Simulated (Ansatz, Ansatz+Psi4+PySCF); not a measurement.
| atom | x (Å) | y (Å) | z (Å) |
| --- | --- | --- | --- |
| H | 2.0897 | 0.4279 | -0.0622 |
| C | 1.2154 | -0.2224 | 0.0203 |
| N | 0.0000 | 0.5636 | -0.1484 |
| C | -1.2154 | -0.2224 | 0.0203 |
| H | -2.0896 | 0.4280 | -0.0622 |
| H | 1.2823 | -0.9665 | -0.7798 |
| H | 1.2761 | -0.7644 | 0.9817 |
| H | 0.0002 | 1.3294 | 0.5164 |
| H | -1.2824 | -0.9664 | -0.7799 |
| H | -1.2761 | -0.7644 | 0.9817 |

Basis set: cc-pVTZ (spherical functions). Frozen core: 3 orbitals. Charge 0, multiplicity 1.

Computed with Ansatz (development build ahead of 0.2.0); each method stands on the lowest determinant of its kind that the runs found. Restricted open shells among the atoms or ions are ROHF, correlated in semicanonical orbitals with singles.

The atomization energy at this shape (free ground-state atoms in the same class of orbitals less the molecule, no zero-point energy) of singlet C2H7N:

| method | atomization energy |
| --- | --- |
| RHF | 2685.0 kJ/mol |

What does RHF-MP2 give?

3564.4 kJ/mol.
